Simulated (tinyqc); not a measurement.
Worked calculation (part 1 of 3): UKS/PBE in the sto-3g basis, for BH2, spin multiplicity 2. Computed by tinyqc, a small Python program that keeps every step (integrals from PySCF). Settings: charge = 0, multiplicity = 2, basis = sto-3g, energy threshold = 1e-08, iteration cap = 89, orthogonalisation = canonical, start = core, DIIS depth = 8, method = UKS, functional = pbe,pbe, grid = [15, 50]. Command: `OMP_NUM_THREADS=1 python tinyqc.py 25918 25919 out.jsonl` (the two numbers bound the seeds that draw the settings). One thread of a shared host (Intel(R) Xeon(R) Processor @ 2.60GHz), about 4 s of CPU time with the checks. Later iterations appear only in the table of the cycle.

## One-electron integrals

Geometry (angstrom):
```
atom         x          y         z
B     0.000000   0.000000  0.000000
H     0.000000   1.337000  0.785000
H     0.000000  -1.337000  0.785000
```

Basis sto-3g: exponents (1/bohr^2) and contraction coefficients of normalised primitives:
```
element  l (shell)   exponent  coefficient
B            s (1)  48.791113     0.154329
B            s (1)   8.887362     0.535328
B            s (1)   2.405267     0.444635
B            s (2)   2.236956    -0.099967
B            s (2)   0.519821     0.399513
B            s (2)   0.169062     0.700115
B            p (3)   2.236956     0.155916
B            p (3)   0.519821     0.607684
B            p (3)   0.169062     0.391957
H            s (1)   3.425251     0.154329
H            s (1)   0.623914     0.535328
H            s (1)   0.168855     0.444635
```

Overlap, kinetic and nuclear-attraction integrals over the contracted functions; the nuclear repulsion is the sum of Za Zb / Rab.

nuclear repulsion = 3.61102472 hartree

overlap S, order 1B 1s, 1B 2s, 1B 2px, 1B 2py, 1B 2pz, 2H 1s, 3H 1s:
$$\begin{pmatrix}
1.000000 & 0.269328 & 0.000000 & 0.000000 & 0.000000 & 0.029683 & 0.029683 \\
0.269328 & 1.000000 & 0.000000 & 0.000000 & 0.000000 & 0.308899 & 0.308899 \\
0.000000 & 0.000000 & 1.000000 & 0.000000 & 0.000000 & 0.000000 & 0.000000 \\
0.000000 & 0.000000 & 0.000000 & 1.000000 & 0.000000 & 0.306390 & -0.306390 \\
0.000000 & 0.000000 & 0.000000 & 0.000000 & 1.000000 & 0.179892 & 0.179892 \\
0.029683 & 0.308899 & 0.000000 & 0.306390 & 0.179892 & 1.000000 & 0.035468 \\
0.029683 & 0.308899 & 0.000000 & -0.306390 & 0.179892 & 0.035468 & 1.000000
\end{pmatrix}$$

kinetic energy T (hartree), order 1B 1s, 1B 2s, 1B 2px, 1B 2py, 1B 2pz, 2H 1s, 3H 1s:
$$\begin{pmatrix}
10.826302 & -0.047967 & 0.000000 & 0.000000 & 0.000000 & -0.008635 & -0.008635 \\
-0.047967 & 0.359168 & 0.000000 & 0.000000 & 0.000000 & 0.023381 & 0.023381 \\
0.000000 & 0.000000 & 1.123881 & 0.000000 & 0.000000 & 0.000000 & 0.000000 \\
0.000000 & 0.000000 & 0.000000 & 1.123881 & 0.000000 & 0.078209 & -0.078209 \\
0.000000 & 0.000000 & 0.000000 & 0.000000 & 1.123881 & 0.045919 & 0.045919 \\
-0.008635 & 0.023381 & 0.000000 & 0.078209 & 0.045919 & 0.760032 & -0.009423 \\
-0.008635 & 0.023381 & 0.000000 & -0.078209 & 0.045919 & -0.009423 & 0.760032
\end{pmatrix}$$

nuclear attraction V (hartree), order 1B 1s, 1B 2s, 1B 2px, 1B 2py, 1B 2pz, 2H 1s, 3H 1s:
$$\begin{pmatrix}
-23.830014 & -3.323212 & 0.000000 & 0.000000 & -0.011085 & -0.367877 & -0.367877 \\
-3.323212 & -4.448731 & 0.000000 & 0.000000 & -0.108257 & -1.107002 & -1.107002 \\
0.000000 & 0.000000 & -4.371448 & 0.000000 & 0.000000 & 0.000000 & 0.000000 \\
0.000000 & 0.000000 & 0.000000 & -4.475244 & 0.000000 & -1.023072 & 1.023072 \\
-0.011085 & -0.108257 & 0.000000 & 0.000000 & -4.407230 & -0.614062 & -0.614062 \\
-0.367877 & -1.107002 & 0.000000 & -1.023072 & -0.614062 & -3.125523 & -0.120705 \\
-0.367877 & -1.107002 & 0.000000 & 1.023072 & -0.614062 & -0.120705 & -3.125523
\end{pmatrix}$$

core Hamiltonian H = T + V (hartree), order 1B 1s, 1B 2s, 1B 2px, 1B 2py, 1B 2pz, 2H 1s, 3H 1s:
$$\begin{pmatrix}
-13.003711 & -3.371180 & 0.000000 & 0.000000 & -0.011085 & -0.376512 & -0.376512 \\
-3.371180 & -4.089563 & 0.000000 & 0.000000 & -0.108257 & -1.083620 & -1.083620 \\
0.000000 & 0.000000 & -3.247568 & 0.000000 & 0.000000 & 0.000000 & 0.000000 \\
0.000000 & 0.000000 & 0.000000 & -3.351363 & 0.000000 & -0.944863 & 0.944863 \\
-0.011085 & -0.108257 & 0.000000 & 0.000000 & -3.283349 & -0.568143 & -0.568143 \\
-0.376512 & -1.083620 & 0.000000 & -0.944863 & -0.568143 & -2.365491 & -0.130128 \\
-0.376512 & -1.083620 & 0.000000 & 0.944863 & -0.568143 & -0.130128 & -2.365491
\end{pmatrix}$$

## Two-electron integrals

Functions are numbered as in S; the eight-fold symmetry (ij|kl) = (ji|kl) = (kl|ij) leaves the list below.

Two-electron integrals (ij|kl) in chemists' order, unique and non-zero (hartree):
```
(11|11) 2.923513    (21|11) 0.518376    (21|21) 0.109262    (22|11) 0.744229
(22|21) 0.193177    (22|22) 0.544804    (31|31) 0.020264    (32|31) 0.029996
(32|32) 0.120346    (33|11) 0.742491    (33|21) 0.193240    (33|22) 0.544682
(33|33) 0.586773    (41|41) 0.020264    (42|41) 0.029996    (42|42) 0.120346
(43|43) 0.031630    (44|11) 0.742491    (44|21) 0.193240    (44|22) 0.544682
(44|33) 0.523513    (44|44) 0.586773    (51|51) 0.020264    (52|51) 0.029996
(52|52) 0.120346    (53|53) 0.031630    (54|54) 0.031630    (55|11) 0.742491
(55|21) 0.193240    (55|22) 0.544682    (55|33) 0.523513    (55|44) 0.523513
(55|55) 0.586773    (61|11) 0.056834    (61|21) 0.011942    (61|22) 0.021208
(61|33) 0.021117    (61|41) 0.000716    (61|42) 0.001335    (61|44) 0.021328
(61|51) 0.000420    (61|52) 0.000784    (61|54) 0.000124    (61|55) 0.021190
(61|61) 0.001343    (62|11) 0.162776    (62|21) 0.043056    (62|22) 0.137136
(62|33) 0.133010    (62|41) 0.004030    (62|42) 0.026509    (62|44) 0.142109
(62|51) 0.002366    (62|52) 0.015564    (62|54) 0.005343    (62|55) 0.136147
(62|61) 0.005019    (62|62) 0.051958    (63|31) 0.003914    (63|32) 0.019217
(63|43) 0.004699    (63|53) 0.002759    (63|63) 0.005059    (64|11) 0.141272
(64|21) 0.037813    (64|22) 0.126952    (64|33) 0.120424    (64|41) 0.006861
(64|42) 0.041038    (64|44) 0.137288    (64|51) 0.001730    (64|52) 0.012811
(64|54) 0.007143    (64|55) 0.122998    (64|61) 0.004574    (64|62) 0.055923
(64|64) 0.064021    (65|11) 0.082946    (65|21) 0.022201    (65|22) 0.074538
(65|33) 0.070705    (65|41) 0.001730    (65|42) 0.012811    (65|44) 0.075089
(65|51) 0.004930    (65|52) 0.026739    (65|54) 0.007273    (65|55) 0.077734
(65|61) 0.002686    (65|62) 0.032835    (65|64) 0.034618    (65|65) 0.025385
(66|11) 0.340069    (66|21) 0.091491    (66|22) 0.330941    (66|33) 0.312941
(66|41) 0.009119    (66|42) 0.082237    (66|44) 0.352730    (66|51) 0.005354
(66|52) 0.048284    (66|54) 0.023361    (66|55) 0.326658    (66|61) 0.010761
(66|62) 0.170351    (66|64) 0.197609    (66|65) 0.116023    (66|66) 0.774606
(71|11) 0.056834    (71|21) 0.011942    (71|22) 0.021208    (71|33) 0.021117
(71|41) -0.000716   (71|42) -0.001335   (71|44) 0.021328    (71|51) 0.000420
(71|52) 0.000784    (71|54) -0.000124   (71|55) 0.021190    (71|61) 0.001288
(71|62) 0.004606    (71|64) 0.003892    (71|65) 0.002480    (71|66) 0.009777
(71|71) 0.001343    (72|11) 0.162776    (72|21) 0.043056    (72|22) 0.137136
(72|33) 0.133010    (72|41) -0.004030   (72|42) -0.026509   (72|44) 0.142109
(72|51) 0.002366    (72|52) 0.015564    (72|54) -0.005343   (72|55) 0.136147
(72|61) 0.004606    (72|62) 0.031709    (72|64) 0.026132    (72|65) 0.019666
(72|66) 0.077177    (72|71) 0.005019    (72|72) 0.051958    (73|31) 0.003914
(73|32) 0.019217    (73|43) -0.004699   (73|53) 0.002759    (73|63) 0.002719
(73|73) 0.005059    (74|11) -0.141272   (74|21) -0.037813   (74|22) -0.126952
(74|33) -0.120424   (74|41) 0.006861    (74|42) 0.041038    (74|44) -0.137288
(74|51) -0.001730   (74|52) -0.012811   (74|54) 0.007143    (74|55) -0.122998
(74|61) -0.003892   (74|62) -0.026132   (74|64) -0.019739   (74|65) -0.015981
(74|66) -0.062719   (74|71) -0.004574   (74|72) -0.055923   (74|74) 0.064021
(75|11) 0.082946    (75|21) 0.022201    (75|22) 0.074538    (75|33) 0.070705
(75|41) -0.001730   (75|42) -0.012811   (75|44) 0.075089    (75|51) 0.004930
(75|52) 0.026739    (75|54) -0.007273   (75|55) 0.077734    (75|61) 0.002480
(75|62) 0.019666    (75|64) 0.015981    (75|65) 0.014644    (75|66) 0.049554
(75|71) 0.002686    (75|72) 0.032835    (75|74) -0.034618   (75|75) 0.025385
(76|11) 0.017827    (76|21) 0.004723    (76|22) 0.015303    (76|33) 0.014840
(76|44) 0.015275    (76|51) 0.000447    (76|52) 0.003014    (76|55) 0.015778
(76|61) 0.000533    (76|62) 0.004797    (76|64) 0.004539    (76|65) 0.003316
(76|66) 0.013909    (76|71) 0.000533    (76|72) 0.004797    (76|74) -0.004539
(76|75) 0.003316    (76|76) 0.000596    (77|11) 0.340069    (77|21) 0.091491
(77|22) 0.330941    (77|33) 0.312941    (77|41) -0.009119   (77|42) -0.082237
(77|44) 0.352730    (77|51) 0.005354    (77|52) 0.048284    (77|54) -0.023361
(77|55) 0.326658    (77|61) 0.009777    (77|62) 0.077177    (77|64) 0.062719
(77|65) 0.049554    (77|66) 0.197851    (77|71) 0.010761    (77|72) 0.170351
(77|74) -0.197609   (77|75) 0.116023    (77|76) 0.013909    (77|77) 0.774606
```

## Orthogonalisation

S = U s U^T; canonical form X = U s^(-1/2), so that X^T S X = 1. Each column of U has its largest component positive (the first on a tie).

eigenvalues of S: [0.470333, 0.548602, 0.863737, 1.000000, 1.109989, 1.415929, 1.591409]

X, order 1B 1s, 1B 2s, 1B 2px, 1B 2py, 1B 2pz, 2H 1s, 3H 1s:
$$\begin{pmatrix}
-0.418017 & 0.000000 & 0.720799 & 0.000000 & -0.568536 & 0.000000 & 0.263236 \\
0.964108 & 0.000000 & -0.310513 & 0.000000 & -0.275982 & 0.000000 & 0.498205 \\
0.000000 & 0.000000 & 0.000000 & 1.000000 & 0.000000 & 0.000000 & 0.000000 \\
0.000000 & 0.934952 & 0.000000 & 0.000000 & 0.000000 & 0.606272 & 0.000000 \\
0.437678 & 0.000000 & 0.648853 & 0.000000 & 0.650026 & 0.000000 & 0.220325 \\
-0.644340 & -0.688723 & -0.245743 & 0.000000 & 0.198718 & 0.411512 & 0.362167 \\
-0.644340 & 0.688723 & -0.245743 & 0.000000 & 0.198718 & -0.411512 & 0.362167
\end{pmatrix}$$

## Starting guess

The start is the orbitals of the core Hamiltonian; D(s) = C_occ C_occ^T for each spin.

D(alpha) at the start, order 1B 1s, 1B 2s, 1B 2px, 1B 2py, 1B 2pz, 2H 1s, 3H 1s:
$$\begin{pmatrix}
1.070200 & -0.262804 & 0.000000 & 0.000000 & -0.115404 & 0.026674 & 0.026674 \\
-0.262804 & 0.979019 & 0.000000 & 0.000000 & 0.458540 & -0.091068 & -0.091068 \\
0.000000 & 0.000000 & 1.000000 & 0.000000 & 0.000000 & 0.000000 & 0.000000 \\
0.000000 & 0.000000 & 0.000000 & 1.099747 & 0.000000 & -0.094049 & 0.094049 \\
-0.115404 & 0.458540 & 0.000000 & 0.000000 & 0.214824 & -0.042636 & -0.042636 \\
0.026674 & -0.091068 & 0.000000 & -0.094049 & -0.042636 & 0.016519 & 0.000433 \\
0.026674 & -0.091068 & 0.000000 & 0.094049 & -0.042636 & 0.000433 & 0.016519
\end{pmatrix}$$

D(beta) at the start, order 1B 1s, 1B 2s, 1B 2px, 1B 2py, 1B 2pz, 2H 1s, 3H 1s:
$$\begin{pmatrix}
1.070200 & -0.262804 & 0.000000 & 0.000000 & -0.115404 & 0.026674 & 0.026674 \\
-0.262804 & 0.979019 & 0.000000 & 0.000000 & 0.458540 & -0.091068 & -0.091068 \\
0.000000 & 0.000000 & 0.000000 & 0.000000 & 0.000000 & 0.000000 & 0.000000 \\
0.000000 & 0.000000 & 0.000000 & 1.099747 & 0.000000 & -0.094049 & 0.094049 \\
-0.115404 & 0.458540 & 0.000000 & 0.000000 & 0.214824 & -0.042636 & -0.042636 \\
0.026674 & -0.091068 & 0.000000 & -0.094049 & -0.042636 & 0.016519 & 0.000433 \\
0.026674 & -0.091068 & 0.000000 & 0.094049 & -0.042636 & 0.000433 & 0.016519
\end{pmatrix}$$

## Iteration 1: exchange-correlation on the grid

Becke grid with 15 radial and 50 angular points per atom, points of zero weight dropped. rho = sum D_ij phi_i phi_j; V_xc,ij = sum w v_xc phi_i phi_j plus the gradient terms; v_xc is d(rho eps)/d rho(s) for spin s at fixed gradient.

The 12 grid points with the largest w rho, of 2246 (bohr, atomic units):
```
x                  y         z         w  rho(alpha)  rho(beta)     eps_xc  v_xc(alpha)
0.000000    0.919239  0.919239  0.236539    0.102267   0.102267  -0.496269    -0.638940
0.000000   -0.919239  0.919239  0.236539    0.102267   0.102267  -0.496269    -0.638940
0.391965    1.175894  0.391965  0.213614    0.114036   0.106720  -0.508031    -0.660986
-0.391965  -1.175894  0.391965  0.213614    0.114036   0.106720  -0.508031    -0.660986
-0.391965   1.175894  0.391965  0.213614    0.114036   0.106720  -0.508031    -0.660986
0.391965   -1.175894  0.391965  0.213614    0.114036   0.106720  -0.508031    -0.660986
-0.750555  -0.750555  0.750555  0.230027    0.109335   0.082513  -0.488500    -0.648563
-0.750555   0.750555  0.750555  0.230027    0.109335   0.082513  -0.488500    -0.648563
0.750555    0.750555  0.750555  0.230027    0.109335   0.082513  -0.488500    -0.648563
0.750555   -0.750555  0.750555  0.230027    0.109335   0.082513  -0.488500    -0.648563
0.919239    0.919239  0.000000  0.248889    0.108749   0.068515  -0.480230    -0.644752
0.919239   -0.919239  0.000000  0.248889    0.108749   0.068515  -0.480230    -0.644752
```

electrons on the grid, sum of w rho = 6.999309

E_xc = sum of w rho eps_xc = -5.09990385 hartree

V_xc(alpha) (hartree), order 1B 1s, 1B 2s, 1B 2px, 1B 2py, 1B 2pz, 2H 1s, 3H 1s:
$$\begin{pmatrix}
-1.912892 & -0.302524 & 0.000000 & 0.000000 & -0.007525 & -0.033799 & -0.033799 \\
-0.302524 & -0.512635 & 0.000000 & 0.000000 & -0.056521 & -0.114579 & -0.114579 \\
0.000000 & 0.000000 & -0.533806 & 0.000000 & 0.000000 & 0.000000 & 0.000000 \\
0.000000 & 0.000000 & 0.000000 & -0.534969 & 0.000000 & -0.099231 & 0.099231 \\
-0.007525 & -0.056521 & 0.000000 & 0.000000 & -0.457574 & -0.061088 & -0.061088 \\
-0.033799 & -0.114579 & 0.000000 & -0.099231 & -0.061088 & -0.173937 & -0.012665 \\
-0.033799 & -0.114579 & 0.000000 & 0.099231 & -0.061088 & -0.012665 & -0.173937
\end{pmatrix}$$

V_xc(beta) (hartree), order 1B 1s, 1B 2s, 1B 2px, 1B 2py, 1B 2pz, 2H 1s, 3H 1s:
$$\begin{pmatrix}
-1.899620 & -0.293044 & 0.000000 & 0.000000 & -0.008178 & -0.032904 & -0.032904 \\
-0.293044 & -0.464783 & 0.000000 & 0.000000 & -0.064384 & -0.108410 & -0.108410 \\
0.000000 & 0.000000 & -0.432440 & 0.000000 & 0.000000 & 0.000000 & 0.000000 \\
0.000000 & 0.000000 & 0.000000 & -0.517096 & 0.000000 & -0.096610 & 0.096610 \\
-0.008178 & -0.064384 & 0.000000 & 0.000000 & -0.433592 & -0.060042 & -0.060042 \\
-0.032904 & -0.108410 & 0.000000 & -0.096610 & -0.060042 & -0.168000 & -0.012035 \\
-0.032904 & -0.108410 & 0.000000 & 0.096610 & -0.060042 & -0.012035 & -0.168000
\end{pmatrix}$$

## Iteration 1: building the Kohn-Sham matrix

J_ij = sum D_kl (ij|kl) with D = D(alpha) + D(beta); F = H + J + V_xc; E = tr D H + tr D J / 2 + E_xc + E_nn.

Coulomb J (hartree), order 1B 1s, 1B 2s, 1B 2px, 1B 2py, 1B 2pz, 2H 1s, 3H 1s:
$$\begin{pmatrix}
9.645853 & 2.015429 & 0.000000 & 0.000000 & 0.041401 & 0.222384 & 0.222384 \\
2.015429 & 4.238921 & 0.000000 & 0.000000 & 0.180151 & 1.042103 & 1.042103 \\
0.000000 & 0.000000 & 4.229347 & 0.000000 & 0.000000 & 0.000000 & 0.000000 \\
0.000000 & 0.000000 & 0.000000 & 4.287088 & 0.000000 & 0.948623 & -0.948623 \\
0.041401 & 0.180151 & 0.000000 & 0.000000 & 4.187571 & 0.577218 & 0.577218 \\
0.222384 & 1.042103 & 0.000000 & 0.948623 & 0.577218 & 2.412913 & 0.116688 \\
0.222384 & 1.042103 & 0.000000 & -0.948623 & 0.577218 & 0.116688 & 2.412913
\end{pmatrix}$$

F(alpha) (hartree), order 1B 1s, 1B 2s, 1B 2px, 1B 2py, 1B 2pz, 2H 1s, 3H 1s:
$$\begin{pmatrix}
-5.270750 & -1.658274 & 0.000000 & 0.000000 & 0.022790 & -0.187927 & -0.187927 \\
-1.658274 & -0.363276 & 0.000000 & 0.000000 & 0.015373 & -0.156097 & -0.156097 \\
0.000000 & 0.000000 & 0.447973 & 0.000000 & 0.000000 & 0.000000 & 0.000000 \\
0.000000 & 0.000000 & 0.000000 & 0.400756 & 0.000000 & -0.095472 & 0.095472 \\
0.022790 & 0.015373 & 0.000000 & 0.000000 & 0.446648 & -0.052012 & -0.052012 \\
-0.187927 & -0.156097 & 0.000000 & -0.095472 & -0.052012 & -0.126514 & -0.026104 \\
-0.187927 & -0.156097 & 0.000000 & 0.095472 & -0.052012 & -0.026104 & -0.126514
\end{pmatrix}$$

F(beta) (hartree), order 1B 1s, 1B 2s, 1B 2px, 1B 2py, 1B 2pz, 2H 1s, 3H 1s:
$$\begin{pmatrix}
-5.257478 & -1.648795 & 0.000000 & 0.000000 & 0.022137 & -0.187032 & -0.187032 \\
-1.648795 & -0.315425 & 0.000000 & 0.000000 & 0.007510 & -0.149927 & -0.149927 \\
0.000000 & 0.000000 & 0.549340 & 0.000000 & 0.000000 & 0.000000 & 0.000000 \\
0.000000 & 0.000000 & 0.000000 & 0.418629 & 0.000000 & -0.092850 & 0.092850 \\
0.022137 & 0.007510 & 0.000000 & 0.000000 & 0.470631 & -0.050966 & -0.050966 \\
-0.187032 & -0.149927 & 0.000000 & -0.092850 & -0.050966 & -0.120577 & -0.025475 \\
-0.187032 & -0.149927 & 0.000000 & 0.092850 & -0.050966 & -0.025475 & -0.120577
\end{pmatrix}$$

total energy of this density = -23.98450315 hartree
